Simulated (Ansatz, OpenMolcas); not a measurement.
## Correcting a cheap level on S-containing molecules

The atomisation enthalpy at 298 K in kJ/mol of 6 S-containing molecules: x at B3LYP/6-31G* (spherical functions), y from tabulated heats of molecules and atoms (CRC Handbook of Chemistry and Physics, NIST-JANAF tables). Shapes, held fixed at every level: PBE0-D4/def2-TZVP; CS at the measured bond length. Flexible molecules stand in one conformer, not always the lowest. Computed values hold a harmonic thermal term (PBE0-D4/def2-TZVP, wB97M-V/def2-TZVPD) and the atoms' spin-orbit lowering. Programs: OpenMolcas 26.06.

| molecule | x (kJ/mol) | y (kJ/mol) |
| --- | --- | --- |
| CS (carbon monosulfide) | 672 | 714 |
| SF2 (sulfur difluoride) | 675 | 732 |
| H2S (hydrogen sulfide) | 702 | 733 |
| S2F2 (Difluorodisulfane) | 927 | ? |
| C2H4S (thiirane) | 2474 | 2501 |
| CH4N2S (thiourea) | 2747 | 2788 |

Q: Fit y = c + s·x to the known rows and predict y for S2F2.

A: 
1. Means of the 5 rows: x = 1454.00, y = 1493.6.
2. Σ(Δx)² = 4496118, Σ(Δx·Δy) = 4476112, so the slope is 4476112/4496118 = 0.99555.
3. Intercept: 1493.6 − (0.99555) × 1454.00 = 46.1. The largest residual of the fit is 14.
4. S2F2: 46.1 + 0.99555 × 927 = 969 kJ/mol.

The tabulated heats give 1049 kJ/mol, so the prediction is off by -80 kJ/mol, more than the largest residual. Uncorrected, B3LYP/6-31G* (spherical functions) misses it by -122 kJ/mol, and the other rows by 40 on average. With references in doubt, neither the misses nor the line can be laid on the level alone. Left out in turn, the other rows are missed by 14 kJ/mol on average, so the withheld one doesn't follow the line. The heats of SF2 come from older tables and can be uncertain by 10 kJ/mol or more. The tabulated value of S2F2 is in doubt (older tables, estimates, or at odds with other calculations) and kept here.
